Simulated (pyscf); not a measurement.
Structures and frequencies: ωB97X-D3(BJ)/def2-SVP in PySCF. MP2 and CC: frozen core, UHF for open shells. ΔMP2 is the change of the MP2 total energy from the triple- to the quadruple-zeta basis.

Problem. Estimate the classical barrier height and the reaction energy of silane (SiH₄) + H₂Si=PH → H₃Si–PH–SiH₃ at CCSD(T)/def2-TZVPP + ΔMP2(QZVPP). The step runs on the singlet surface, breaks H–Si and forms P–Si, H–Si; take the separated reactants as zero.

Solution. ΔE‡ = 15.4 kcal/mol, ΔE = -39.0 kcal/mol. Zero-point energy shifts the barrier by +1.9 kcal/mol. It is an addition across a multiple bond or ene-type step, with an imaginary mode of 388i cm⁻¹. At the saddle there is also a short Si–Si contact that neither side keeps. One saddle was located; it need not be the lowest between these sides. The CCSD(T) − MP2 part came from Ansatz, without density fitting, on the same reference.
